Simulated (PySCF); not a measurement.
Molfile (atoms numbered from 1):
```
ClH3SSi
     RDKit          3D

  6  5  0  0  0  0  0  0  0  0999 V2000
    1.5180   -0.2873   -0.7391 S   0  0  0  0  0  0  0  0  0  0  0  0
   -0.4740   -0.1698   -0.0216 Si  0  0  0  0  0  4  0  0  0  0  0  0
   -1.2156    1.7451   -0.0291 Cl  0  0  0  0  0  0  0  0  0  0  0  0
    2.0462    0.3301    0.3315 H   0  0  0  0  0  0  0  0  0  0  0  0
   -1.2775   -0.9880   -0.9535 H   0  0  0  0  0  0  0  0  0  0  0  0
   -0.5698   -0.6519    1.3727 H   0  0  0  0  0  0  0  0  0  0  0  0
  1  2  1  0
  2  3  1  0
  1  4  1  0
  2  5  1  0
  2  6  1  0
M  END
```

Geometry: PBE0-D3(BJ)/def2-TZVP; GIAO absolute shieldings from PySCF 2.14.0 with density-fitted response routines, gas phase, non-relativistic, averaged over equivalent atoms.

At wB97X-D/pcSseg-2 (171 basis functions, 18 s wall time on 1 thread of an Arm Neoverse N1, shared host):
| atoms | σ (ppm) |
| --- | --- |
| S1 | 672.2 |
| Si2 | 349.4 |
| Cl3 | 905.9 |
| H5/H6 | 25.96 |
| H4 | 30.48 |

Task: What do these become at KT3/pcSseg-2?

Result: 
```
atoms  σ at KT3/pcSseg-2  change
   S1              667.2    -5.0
  Si2              368.7   +19.3
  Cl3              889.4   -16.5
H5/H6              25.86   -0.10
   H4              30.56   +0.08
```

The largest change is at Si2 (silicon bonded to Cl, S, 2 H). Cost: 171 basis functions, 17 s wall time on 1 thread of an Arm Neoverse N1, shared host.
